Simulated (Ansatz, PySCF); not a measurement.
Molecule: methylsulfinylmethane, C2H6OS, net charge 0, singlet state. 
Structure (B3LYP-D3(BJ)/def2-TZVP (Ansatz, an electronic-structure program) minimum search):
```
S
O 1 1.4886
C 1 1.8169 2 106.63
H 3 1.0885 1 106.64 2 -67.13
H 3 1.0900 4 109.97 1 -118.01
H 3 1.0903 4 109.95 5 -122.84
C 1 1.8169 2 106.63 3 102.02
H 7 1.0885 1 106.64 2 67.13
H 7 1.0900 8 109.97 1 118.01
H 7 1.0903 8 109.95 9 122.84
```
Charge 0, spin multiplicity 1.

Dipole moments at this geometry, in debye (magnitudes).

| level | program | dipole (D) |
|---|---|---|
| HF/def2-TZVPD | PySCF | 4.53 |
| SVWN5/def2-TZVPD | Ansatz | 3.86 |
| BLYP/def2-TZVPD | Ansatz | 3.81 |
| revPBE/def2-TZVPD | Ansatz | 3.74 |
| B97M-V/def2-TZVPD | Ansatz | 3.85 |
| BHLYP/def2-TZVPD | Ansatz | 4.25 |
| TPSSh/def2-TZVPD | PySCF | 3.90 |
| r2SCANh/def2-TZVPD | Ansatz | 3.97 |
| r2SCAN0/def2-TZVPD | Ansatz | ? |
| HSE06/def2-TZVPD | Ansatz | 4.00 |
| CAM-B3LYP/def2-TZVPD | Ansatz | 4.15 |
| wB97X-V/def2-TZVPD | Ansatz | 4.14 |
| CCSD(T)/aug-cc-pV(D+d)Z | Ansatz | ? |

Complete the blanks.


- r2SCAN0/def2-TZVPD, dipole (D): 4.07
- CCSD(T)/aug-cc-pV(D+d)Z, dipole (D): 4.00

Measured: 3.96 D (NIST CCCBDB, as tabulated in the package chemicals), a vibrational average. This is an older compilation, not checked against later work.
